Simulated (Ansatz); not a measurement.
Born–Oppenheimer molecular dynamics of CH₃SSi (6 atoms, charge 0, multiplicity 2). It starts at the highest image of a converged band, a first-order saddle point between two minima.

Theory: UKS BLYP/def2-SVPD in Ansatz 0.2.0.

- ensemble: NVE (velocity Verlet)
- time step: 0.5 fs
- steps asked: 200
- starting velocities drawn for: 300 K
- seed: 11693

First frame:

```xyz
6
Properties=species:S:1:pos:R:3
Si -0.839 0.331 -0.611
C 0.282 -0.186 0.589
S 1.288 -0.332 1.985
H -1.269 -0.638 -1.658
H -0.997 1.773 -0.972
H 1.535 -0.948 0.667
```

Task: How far do the bonds stretch over the last three quarters of this one trajectory? (Pairs bonded in most of those frames.)

Result: 
```csv
bond,mean (Å),spread (Å),shortest,longest
Si1–C2,1.871,0.078,1.74,2.01
Si1–H4,1.512,0.018,1.48,1.55
Si1–H5,1.515,0.015,1.49,1.55
C2–S3,1.687,0.052,1.59,1.82
C2–H6,1.234,0.188,0.90,1.56
```

Mean temperature of the second half: 2591 K. The conserved energy stayed within 3.5 meV per atom of its start (net change -0.58 meV per atom), so there is no drift, though single steps change it by up to 22 meV in the whole system, a sign of fast motions only just resolved. The system heated up, since it started high on the potential surface and ran downhill. A run of 0.1 ps of so small a system gives no equilibrium averages.

The run took 7.3 min on 2 threads of Arm Neoverse V2, on a shared host, peak memory 0.19 GiB.
